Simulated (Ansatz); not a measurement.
methanethiol (SMILES CS) moved off its minimum; all values from Ansatz (a first-principles code), cores frozen in correlated methods.
(charge 0, multiplicity 1)
```xyz
6

C     -1.0527    -0.4563     0.0625
S      0.5444     0.3123    -0.0236
H     -1.1850    -0.9574     1.0469
H     -1.7691     0.3192    -0.0006
H     -1.2263    -1.1534    -0.7460
H      1.3044    -0.8010     0.0834
```

Forces at MP2/aug-cc-pV(T+d)Z (eV/Å):

```tsv
atom	Fx	Fy	Fz
C1	0.029	-1.388	1.104
S2	1.004	0.048	-0.106
H3	0.011	0.257	-0.775
H4	-0.724	0.856	-0.095
H5	0.021	-0.135	-0.097
H6	-0.341	0.363	-0.030
```

**Question.** Give the forces (eV/Å), the total energy and the dipole at CCSD(T)/aug-cc-pV(T+d)Z.

**Answer.** 
| atom | Fx | Fy | Fz |
|---|---|---|---|
| C1 | -0.062 | -1.398 | 1.087 |
| S2 | 1.097 | 0.250 | -0.127 |
| H3 | -0.001 | 0.201 | -0.673 |
| H4 | -0.793 | 0.914 | -0.099 |
| H5 | 0.005 | -0.203 | -0.170 |
| H6 | -0.246 | 0.236 | -0.018 |
Energy -438.1784 hartree, dipole 1.50 D.
